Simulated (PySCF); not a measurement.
Cartesian coordinates (Å):
```xyz
4

C      0.0001     0.0002     0.0000
H      1.0562    -0.2857     0.0046
H     -0.7754    -0.7715    -0.0013
H     -0.2803     1.0577    -0.0033
```
Charge 0, spin multiplicity 2.

Problem. Give the highest occupied spin orbital, dipole moment and total energy at the level TPSSh-D3(BJ)/def2-TZVP // TPSS-D3(BJ)/def2-SVP run with PySCF.

Solution. 
| Property | Result |
|---|---|
| highest occupied spin orbital | -6.06 eV |
| dipole moment | 0.000 e·Å |
| total energy | -39.8612 Ha |
